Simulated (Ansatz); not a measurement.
# SO (sulfur oxide): where methods fail along a bond

The species is SO (2 atoms), meant as a triplet with charge 0. As SMILES, `O=S`. Geometry: the measured bond length.

```csv
atom,x (Å),y (Å),z (Å)
O,0.0000,0.0000,0.0000
S,0.0000,0.0000,1.4811
```

The O1–S2 distance is scanned; the parts on either side stay rigid. Basis STO-3G, 6 core orbitals frozen in the correlated methods; program Ansatz 0.2.0. FCI is exact within this basis and core. Energies in eV from each method's value at 1.481 Å; open shells run as named; a dash marks a point that is missing or didn't converge. The shape above is that at 1.481 Å.

```csv
distance (Å),UPBE,UB3LYP,U-wB97M-V,RPA@PBE,FCI
1.481,0.00,0.00,0.00,0.00,0.00
1.851,0.36,0.71,1.13,0.06,0.37
2.222,3.05,3.43,3.84,2.11,2.30
2.962,5.69,5.14,5.28,3.51,3.00
3.703,6.08,5.25,–,3.27,3.01
```

Departure from the FCI curve at its largest: UPBE +3.07 eV at 3.70 Å; UB3LYP +2.23 eV at 3.70 Å; U-wB97M-V +2.28 eV at 2.96 Å; RPA@PBE +0.51 eV at 2.96 Å. The curve of RPA@PBE turns over, which the reference doesn't. Functionals converge differently with the basis, so for them the departure isn't an error alone.
